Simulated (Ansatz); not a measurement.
## Worked example: O–C–SiH, quartet against O–C–SiH, doublet

Geometry (PBE0/def2-TZVP stationary point of a doublet), kept for both states (O–C–SiH, doublet: A''; O–C–SiH, quartet: A''):

```xyz
4

O     0.0000    0.0081    1.7553
C     0.0000    0.0521    0.6128
Si    0.0000   -0.0787   -1.2206
H     0.0000    1.4425   -1.1525
```

Basis cc-pVDZ; Ansatz 0.2.0. Correlated methods freeze the noble-gas cores. Prefix R: restricted or restricted open-shell reference; prefix U: unrestricted.

Full CI isn't at hand for all of this; UCCSDT(Q) serves as the reference, and is uncertain by about the last step of the cluster series.

```csv
level,"E(O–C–SiH, doublet) (hartree)","E(O–C–SiH, quartet) (hartree)"
UHF,-402.191191,-402.077076
UMP2,-402.569899,-402.422970
UCCSD(T),-402.608370,-402.461751
PBE,-403.091538,-402.949885
wB97M-V,-403.307532,-403.156727
UCCSDT(Q),-402.611376,-402.464740
```

Question: Give the vertical gap, O–C–SiH quartet less O–C–SiH doublet, at each level in eV (1 hartree = 27.2114 eV), and each error against UCCSDT(Q).

Answer: UCCSDT(Q): (-402.464740 − (-402.611376)) × 27.2114 = 3.990 eV (the reference)
wB97M-V: (-403.156727 − (-403.307532)) × 27.2114 = 4.104 eV, error 0.114 eV
PBE: (-402.949885 − (-403.091538)) × 27.2114 = 3.855 eV, error -0.135 eV
UCCSD(T): (-402.461751 − (-402.608370)) × 27.2114 = 3.990 eV, error 0.000 eV
UMP2: (-402.422970 − (-402.569899)) × 27.2114 = 3.998 eV, error 0.008 eV
UHF: (-402.077076 − (-402.191191)) × 27.2114 = 3.105 eV, error -0.885 eV

Total energies of functionals can't be set beside those of wave-function methods, since they hold the core's correlation and their own absolute errors; only the differences compare.

In so small a basis the reference is far from its limit while semilocal and hybrid functionals are nearer theirs, so the functionals' errors here hold much of the reference's basis and frozen-core error, which can add to them or hide them.

Each level lands on the state that its own search finds. T1 diagnostics of restricted CCSD: 0.024 and 0.041.
